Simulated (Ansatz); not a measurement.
# C3H4S2: the cost of one run

Program: Ansatz 0.2.0. Level of theory: RKS PBE/def2-SVP. These are calculated values, not measurements.

### 1 Starting point

Bond lengths: C1–C2 1.190 Å, C2–S3 1.681 Å, S3–C4 1.902 Å, C4–S5 1.752 Å, C1–H6 1.070 Å, C4–H7 1.099 Å, C4–H8 1.086 Å, S5–H9 1.278 Å. Angles: C1–C2–S3 177.8°, C2–C1–H6 172.1°, C2–S3–C4 99.4°, S3–C4–S5 110.8°, S3–C4–H7 107.6°, S3–C4–H8 107.0°, S5–C4–H7 112.5°, S5–C4–H8 110.3°, H7–C4–H8 108.3°, C4–S5–H9 96.6°.

Structure file:

```xyz
9

C    -2.4095   -0.5531    0.9105
C    -1.6420   -0.0526    0.1512
S    -0.5238    0.6009   -0.9199
C     1.0804    0.1841    0.0139
S     2.4832    0.7352   -0.8797
H    -3.1925   -0.8955    1.5550
H     1.0123    0.6396    1.0118
H     1.1085   -0.8949    0.1324
H     2.1717    0.1900   -1.9924
```

### 2 Relaxing end A

input.yaml reads:

```yaml
crystal:
  periodic: [false, false, false]
  atoms:
    - { symbol: C, position_ang: [-2.4095, -0.5531, 0.9105] }
    - { symbol: C, position_ang: [-1.642, -0.0526, 0.1512] }
    - { symbol: S, position_ang: [-0.5238, 0.6009, -0.9199] }
    - { symbol: C, position_ang: [1.0804, 0.1841, 0.0139] }
    - { symbol: S, position_ang: [2.4832, 0.7352, -0.8797] }
    - { symbol: H, position_ang: [-3.1925, -0.8955, 1.555] }
    - { symbol: H, position_ang: [1.0123, 0.6396, 1.0118] }
    - { symbol: H, position_ang: [1.1085, -0.8949, 0.1324] }
    - { symbol: H, position_ang: [2.1717, 0.19, -1.9924] }
basis:
  gaussian: { orbitals: def2-SVP }
hamiltonian:
  xc: pbe
relax:
  f_tol: 0.015
  max_steps: 40
```

Run with:

```bash
ansatz run input.yaml --threads 2 --pin off --max-ram 3072MiB --backend cpu --events-out ev --progress --plain --runs-dir out
```

**Question.** How long does this run take on 2 threads of Arm Neoverse V1, shared host, and how much memory does it need?

About 14 s, with a peak of 0.13 GiB.
